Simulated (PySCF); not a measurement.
Al: electron affinity

Al- [Ne] 3s2 3p2 (3P) → Al [Ne] 3s2 3p1 (2P), as a difference of total energies. Computed with PySCF 2.14 in aug-cc-pVQZ-DK (7s6p4d3f2g, 84 functions), with the spin-free X2C one-electron Hamiltonian (Gaussian nucleus). Correlated levels: valence: [Ne] frozen. The calculations carry no spin-orbit coupling.

```json
{"method": "UHF", "electron affinity (eV)": "0.010", "error (eV)": "-0.423"}
{"method": "LDA", "electron affinity (eV)": "0.639", "error (eV)": "+0.206"}
{"method": "PBE", "electron affinity (eV)": "0.581", "error (eV)": "+0.148"}
{"method": "PBE0", "electron affinity (eV)": "0.528", "error (eV)": "+0.095"}
{"method": "r2SCAN", "electron affinity (eV)": "0.602", "error (eV)": "+0.169"}
{"method": "BP86", "electron affinity (eV)": "0.650", "error (eV)": "+0.217"}
{"method": "r2SCANh", "electron affinity (eV)": "0.582", "error (eV)": "+0.149"}
{"method": "B2PLYP", "electron affinity (eV)": "0.342", "error (eV)": "-0.091"}
{"method": "CAM-B3LYP", "electron affinity (eV)": "0.352", "error (eV)": "-0.081"}
{"method": "MP2 (valence)", "electron affinity (eV)": "0.374", "error (eV)": "-0.059"}
{"method": "SCS-MP2 (valence)", "electron affinity (eV)": "0.272", "error (eV)": "-0.161"}
```

Reference: 0.433 eV (measured; photodetachment measurements, as compiled on the Wikipedia data page of electron affinities).

Errors of the correlated levels include the incompleteness of this basis and the frozen core.

In the anion the highest occupied orbital energy is positive at LDA, PBE, PBE0, r2SCAN, BP86, r2SCANh, B2PLYP, CAM-B3LYP; the basis confines that electron, and the energy difference can still be sensible.
